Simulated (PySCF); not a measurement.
## Aluminium: a sound run and one with changed settings

Sound run: Al [Ne] 3s2 3p1, Al⁺ [Ne] 3s2. Computed with PySCF 2.14 in x2c-TZVPall, with scalar relativity by spin-free X2C-1e. In the sound run the correlated levels freeze [Ne]. The sound run starts from symmetry-adapted Hartree-Fock orbitals and uses a fine grid where one is needed.

Changed run: initial guess atom, at most 50 SCF cycles, level shift 0.5 hartree.

```csv
species,method,sound run (hartree),changed run (hartree),converged
Al,UHF,-242.31006,-242.31006,yes
Al,M06-L,-242.78040,-242.78040,yes
Al,B3LYP,-242.82801,-242.82801,yes
Al,MP2,-242.34498,-242.32939,yes
Al,CCSD(T),-242.36145,-242.36145,yes
Al⁺,UHF,-242.10475,-242.10475,yes
Al⁺,M06-L,-242.56705,-242.56705,yes
Al⁺,B3LYP,-242.60738,-242.60738,yes
Al⁺,MP2,-242.13187,-242.11975,yes
Al⁺,CCSD(T),-242.14385,-242.14385,yes
```

Ionisation energy of Al:

| method | sound run (eV) | changed run (eV) |
| --- | --- | --- |
| UHF | 5.587 | 5.587 |
| M06-L | 5.805 | 5.805 |
| B3LYP | 6.004 | 6.004 |
| MP2 | 5.799 | 5.704 |
| SCS-MP2 | 5.784 | 5.696 |
| CCSD | 5.891 | 5.891 |
| CCSD(T) | 5.921 | 5.921 |

A level shift leaves the converged SCF energy unchanged but raises the virtual orbital energies, which shrinks MP2 if it is not removed.

For comparison, NIST gives 5.986 eV between the lowest levels.
